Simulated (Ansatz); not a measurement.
`FCC(F)F` + HCl → `FCC(F)Cl` + H–F  (substitution at a C–F bond)

Gas-phase electronic energies from Ansatz, PBE0-D4/def2-TZVP geometries. CCSD(T)/CBS adds triple-zeta CCSD(T) − MP2 to the extrapolated MP2 energy (def2 sets, frozen cores). This one scheme is used for every species. Functionals use def2-TZVPP. One conformer a species, not always the lowest.

```
             level  ΔE (kJ/mol)
       LDA (SPW92)          8.6
               PBE          7.7
            revPBE          8.3
           r2SCANh         11.9
       HF/def2-SVP         47.8
      MP2/def2-SVP         23.3
SCS-MP2/def2-QZVPP          1.6
     MP2/CBS(def2)         -8.4
```

Question: What does CCSD(T)/CBS give? (Best estimate.)

Answer: Ansatz gave: +1.1 kJ/mol. The listed levels differ from it by 7.5, 6.6, 7.2, 10.8, 46.7, 22.2, 0.5, -9.5 kJ/mol.

Largest T1 diagnostic among the species: 0.011.

The D4 term adds −5.3 kJ/mol with B3LYP and −2.7 kJ/mol with PBE0; it sums over pairs of atoms, weighted by their polarisabilities, and B3LYP, whose exchange is more repulsive, gets the larger term. At CCSD(T), def2-SVP lies +29.2 kJ/mol from the extrapolated value and def2-TZVPP +7.5 kJ/mol. From BLYP to BHLYP (50 % exact exchange), in def2-TZVPP and without D4, ΔE moves by +5.2 kJ/mol.

B3LYP here is the variant with VWN-RPA as its local correlation; programs differ in this.
